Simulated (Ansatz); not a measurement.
# H$_{2}$Si–BH⁺, doublet: the ladder up to UCCSDT(Q)

Geometry: that of the H2Si–BH, singlet, kept fixed.

```yaml
atoms:
  - { symbol: Si, position_ang: [0.0000, 0.0000, 0.5052] }
  - { symbol: B, position_ang: [0.0000, 0.0000, -1.3160] }
  - { symbol: H, position_ang: [0.0000, 1.2660, 1.2662] }
  - { symbol: H, position_ang: [0.0000, -1.2660, 1.2662] }
  - { symbol: H, position_ang: [0.0000, 0.0000, -2.4954] }
```

Basis cc-pVDZ; Ansatz 0.2.0. Only valence electrons are correlated (noble-gas cores frozen), which leaves 9 electrons in 41 orbitals. Prefix R: restricted or restricted open-shell reference; prefix U: unrestricted. Active spaces: valence = (9e, 11o) chosen from the atoms' valence shells.

Full CI isn't at hand for all of this; UCCSDT(Q) serves as the reference, and is uncertain by about the last step of the cluster series. The frozen core follows each run's orbitals, which can shift R against U totals by a few meV.

For open shells CISD is restricted-active-space CI with the open shells as a complete middle space.

- UHF ⟨S²⟩: 0.757
- T1 diagnostic (RCCSD): 0.0188
- largest doubles amplitude (RCCSD): 0.042
- T1 diagnostic (UCCSD): 0.0165

```csv
level,E − E(UCCSDT(Q)) (kcal/mol),share of correlation (%),wall time
RHF,112.25,0.00,–
UHF,110.87,1.23,–
RMP2,26.62,76.28,–
UMP2,26.70,76.21,–
CISD,10.19,90.92,2.2 s
RCCSD,3.48,96.90,–
UCCSD,3.45,96.93,–
RCCSD(T),0.82,99.27,3.4 s
UCCSD(T),0.82,99.27,4.6 s
BCCD(T),0.81,99.28,3.8 s
RCCSDT,0.11,99.90,–
UCCSDT,0.11,99.90,–
RCCSDT(Q),0.01,99.99,38 s
CASSCF (valence space),60.76,45.87,–
NEVPT2 (valence space),17.81,84.13,9.5 s (H100)
NEVPT4(SD) (valence space),2.82,97.49,12 s (H100)
MRCISD (valence space),3.36,97.00,–
MRCISD+Q (valence space),0.50,99.55,30 s (H100)
```

The correlation energy at UCCSDT(Q), counted from RHF, is -4.868 eV. That run took 29 s on 1 thread of AMD EPYC 7R13, shared host.

Times hold each run's SCF and search for its determinant on a shared host, so for small cases they say little of a method's own cost; rows without a card ran on 1 thread of AMD EPYC 7R13.

Natural occupations of CASSCF (valence space) about the gap: 1.979 1.979 1.966 1.954 0.990 0.035 0.034 0.019 0.019 0.015; effectively unpaired electrons, Σ n²(2−n)², 1.03.
